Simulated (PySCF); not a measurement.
Molecule: `[NH3+][BH2-]Cl`, BClH5N.

Molfile (atoms numbered from 1):
```
BClH5N
     RDKit          3D

  8  7  0  0  0  0  0  0  0  0999 V2000
    0.7265    0.1092    0.2993 N   0  0  0  0  0  0  0  0  0  0  0  0
   -0.8215   -0.3501    0.1249 B   0  0  0  0  0  0  0  0  0  0  0  0
   -1.7701    1.0792    0.8358 Cl  0  0  0  0  0  0  0  0  0  0  0  0
    0.9309    0.2822    1.2858 H   0  0  0  0  0  0  0  0  0  0  0  0
    1.3759   -0.5970   -0.0520 H   0  0  0  0  0  0  0  0  0  0  0  0
    0.8907    0.9851   -0.2013 H   0  0  0  0  0  0  0  0  0  0  0  0
   -0.9455   -1.3672    0.7819 H   0  0  0  0  0  0  0  0  0  0  0  0
   -0.9993   -0.4823   -1.0720 H   0  0  0  0  0  0  0  0  0  0  0  0
  1  2  1  0
  2  3  1  0
  1  4  1  0
  1  5  1  0
  1  6  1  0
  2  7  1  0
  2  8  1  0
M  CHG  2   1   1   2  -1
M  END
```

Geometry PBE0-D3(BJ)/def2-SVP throughout; GIAO in PySCF 2.14, gas phase, one conformer, non-relativistic; equivalent atoms averaged; basis pcSseg-2.

For orientation, B3LYP gives these shifts δ (against NH3, BF3·OEt2, HCl, TMS at the same level): N1 55.9, B2 -9.0, Cl3 -20.1, H4/H5/H6 2.94, H7/H8 3.15 ppm.

A run gave: N1 55.9, B2 -9.6, Cl3 6.5, H4/H5/H6 2.90, H7/H8 3.29 ppm (shifts δ (against NH3, BF3·OEt2, HCl, TMS at the same level)).

Which functional was used in that run?
A. BLYP
B. B97-D
C. LDA
D. KT2

## Answers

D. Cl3 tells them apart best: KT2 gives 6.5, B97-D gives -14.3, LDA gives 16.3, BLYP gives 0.2 ppm.
